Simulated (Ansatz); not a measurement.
Molecule: CH2NO, net charge 0, doublet state. It need not be the lowest isomer of its formula. 
Coordinates optimised at B3LYP-D3(BJ)/def2-TZVP (Ansatz, a quantum-chemistry and plane-wave program):
```xyz
5

O     -0.2249     1.1992    -0.0769
C     -0.4363     0.0284    -0.0099
N      0.4179    -0.9973     0.0683
H      0.0715    -1.9373     0.1188
H      1.4203    -0.8452     0.0780
```
Charge 0, spin multiplicity 2.

Parts of the frozen-core correlation energy in 6-31G* (Ansatz, hartree). Frozen orbitals: 3; correlated occupied orbitals by spin: 9 and 8; virtual: 37 and 38. UHF or UKS for open shells. Spin-orbit coupling is left out. No relativistic terms.

| term | value |
|---|---|
| reference (HF) | -168.30526 |
| MP2 opposite-spin | ___ |
| MP2 same-spin | ___ |
| CCSD correlation | -0.46019 |
| (T) | ___ |
| T1 diagnostic | 0.020 |
| largest doubles amplitude | 0.058 |
| <S^2> of the reference | 0.761 |

Problem. Fill in the missing entries.

Solution. 
- MP2 opposite-spin, value: -0.32408
- MP2 same-spin, value: -0.12136
- (T), value: -0.01454
